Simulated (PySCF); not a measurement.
Compound: ethylhydrazine, C2H8N2.
Bonds: C1–C2, C2–N3, N3–N4. Hydrogens: H5, H6, H7 on C1; H8, H9 on C2; H10 on N3; H11, H12 on N4.

Method: PBE0-D3(BJ)/def2-SVP geometry optimisation, gas phase (PySCF).

What internal coordinates does the optimisation give?

| bond | length (Å) | order |
| --- | --- | --- |
| C1–C2 | 1.518 | single |
| C2–N3 | 1.447 | single |
| N3–N4 | 1.397 | single |
| C1–H5, C1–H6, C1–H7 | 1.101 | single |
| C2–H8 | 1.103 | single |
| C2–H9 | 1.117 | single |
| N3–H10 | 1.016 | single |
| N4–H11, N4–H12 | 1.022 | single |

Bonds in one row agree within 0.01 Å and their mean is given. Orders are formal, as drawn. A selection of angles:
| angle | degrees |
| --- | --- |
| C2–C1–H5 | 110.4 |
| C2–C1–H6 | 111.2 |
| H5–C1–H6 | 108.8 |
| H5–C1–H7 | 107.8 |
| C1–C2–N3 | 112.3 |
| C1–C2–H8 | 109.7 |
| N3–C2–H8 | 107.4 |
| N3–C2–H9 | 111.9 |
| H8–C2–H9 | 106.3 |
| C2–N3–N4 | 115.8 |
| C2–N3–H10 | 110.7 |
| N4–N3–H10 | 108.3 |
| N3–N4–H11 | 109.6 |
| N3–N4–H12 | 112.0 |
| H11–N4–H12 | 107.3 |

Torsions: C1–C2–N3–N4 72° (synclinal). The mirror-image conformer, all signs reversed, is as good.

N3 (hydrazine nitrogen) is pyramidal (angles 115.8°, 110.7° and 108.3°, sum 334.8°, 0.37 Å off the plane of its three neighbours). N4 (hydrazine nitrogen) is pyramidal (angles 112.0°, 109.6° and 107.3°, sum 328.9°, 0.37 Å off the plane of its three neighbours). Of the pairs four or more bonds apart, H9···H12 is among the closest relative to their van der Waals radii: 2.34 Å, 98 % of the sum of Bondi's values.

Point group: C1 (no symmetry element, even within 0.4 Å). PBE0-D3(BJ)/def2-SVP frequencies: not computed here. One conformer, not necessarily the lowest (C1–C2–N3–N4 72°, C2–N3–N4–H -85° and 34°).
